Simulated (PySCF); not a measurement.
C4H2ClF.
SMILES: `C#C/C(Cl)=C\F`

Computed with MP2 and CCSD/aug-cc-pVDZ in PySCF, restricted Hartree–Fock reference, 10 core orbitals frozen, non-relativistic, gas phase, PBE0-D3(BJ)/def2-SVP geometry.

E(HF) = -711.49959 Eh.

(1) How large is the problem?

(2) What are the MP2 and CCSD correlation energies?

(3) What is the T1 diagnostic?

(4) How does correlation change the dipole moment?

## Answers

(1) 160 basis functions and 52 electrons; 10 orbitals frozen, which leaves o = 16 correlated occupied and v = 134 virtual orbitals. That is o·v = 2144 singles and o·v(o·v + 1)/2 = 2299440 distinct closed-shell doubles amplitudes before symmetry; the costliest CCSD step grows as o²v⁴ = 8.3 × 10^10.

(2) MP2 -0.8725 Eh and CCSD -0.9030 Eh, which gives totals of -712.37205 and -712.40260 Eh. That is 0.768 eV for each correlated electron at CCSD (2371 kJ/mol in all, 0.127 % of the total energy); MP2 gives 96.6 % of the CCSD value.

(3) 0.0128, below the customary warning level of 0.02. It is the norm of the spatial-orbital singles amplitudes over the root of the number of correlated electrons, so the norm is 0.072.

(4) HF gives 0.30 D and CCSD (unrelaxed density) 0.22 D, a change of -0.08 D; the two vectors are 34° apart.

Connected triples and the basis-set limit are missing.

The job also held the EOM ionisation roots. Time: 7.8 min of wall time. Hardware: one thread of an Arm Neoverse V1, shared host.
